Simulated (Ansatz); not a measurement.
Dimethyl sulfoxide, relaxed with RKS PBE-D4/def2-SVP in the Gaussian-basis code of Ansatz from a rough embedded geometry. The force threshold is 0.03 eV/Å; the program also tests the step.

The species carries charge 0 and has multiplicity 1.

Start:

```xyz
10

C     1.134   -0.429    0.489
S    -0.417    0.241    0.936
C    -0.910    0.602   -0.747
O    -1.287   -0.796    1.427
H     1.670   -0.824    1.419
H     1.055   -1.313   -0.193
H     1.807    0.317    0.014
H    -0.917   -0.236   -1.356
H    -0.212    1.366   -1.232
H    -1.923    1.072   -0.756
```

**Question.** How much energy does the relaxation release, and in how many steps? (An estimate is asked.)

**Answer.** Ansatz gave: 0.48 eV, in 7 steps.

**Question.** Which bonds change most? (Estimate.)

**Answer.** Ansatz gave: C1–S2 from 1.748 to 1.849 Å; S2–O4 from 1.440 to 1.517 Å; C3–H8 from 1.036 to 1.108 Å; S2–C3 from 1.791 to 1.849 Å.

**Question.** Give the relaxed structure. (Best estimate.)

**Answer.** Ansatz gave: 
```xyz
10

C     1.215   -0.458    0.495
S    -0.415    0.293    0.942
C    -0.926    0.663   -0.796
O    -1.298   -0.844    1.418
H     1.650   -0.823    1.445
H     1.027   -1.313   -0.184
H     1.881    0.296    0.031
H    -0.934   -0.289   -1.363
H    -0.247    1.408   -1.256
H    -1.953    1.068   -0.730
```
